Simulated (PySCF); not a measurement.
N₂, SMILES N#N.

Coordinates come from a B3LYP-D3(BJ)/def2-TZVPD optimisation.

Method: TDA-M06-2X/def2-TZVPD in PySCF 2.14.0.

Vertical excitations; the highest root listed may be one member of a degenerate set. The molecule is in vacuum. State labels are in the subgroup D2h.

| state | symmetry | energy (eV) | λ (nm) | f | main pairs |
|---|---|---|---|---|---|
| S1 | Au | 8.79 | 141 | 0.000 | HOMO−1→LUMO+1 49 %, HOMO−2→LUMO 49 % |
| S2 | B2g | 9.35 | 133 | 0.000 | HOMO→LUMO (degenerate set) |
| S3 | B3g | 9.35 | 133 | 0.000 | HOMO→LUMO+1 (degenerate set) |
| S4 | Au | 10.23 | 121 | 0.000 | HOMO−2→LUMO, HOMO−1→LUMO+1 (degenerate set) |
| S5 | B1u | 10.23 | 121 | 0.000 | HOMO−1→LUMO, HOMO−2→LUMO+1 (degenerate set) |
| S6 | Ag | 13.12 | 94 | 0.000 | HOMO→LUMO+2 98 % |
| S7 | B2u | 13.42 | 92 | 0.120 | HOMO−2→LUMO+2 (degenerate set) |
| S8 | B3u | 13.42 | 92 | 0.120 | HOMO−1→LUMO+2 (degenerate set) |
| S9 | B1u | 13.72 | 90 | 0.403 | HOMO→LUMO+3 91 % |
| S10 | B2u | 14.40 | 86 | 0.099 | HOMO−3→LUMO+1 91 % |
| T1 | B3g | 7.91 | 157 | 0 | HOMO→LUMO+1 (degenerate set) |
| T2 | B2g | 7.91 | 157 | 0 | HOMO→LUMO (degenerate set) |
| T3 | B1u | 8.07 | 154 | 0 | HOMO−1→LUMO 48 %, HOMO−2→LUMO+1 48 % |
| T4 | Au | 8.79 | 141 | 0 | HOMO−1→LUMO+1 49 %, HOMO−2→LUMO 49 % |
Triplets are in the Tamm–Dancoff approximation.
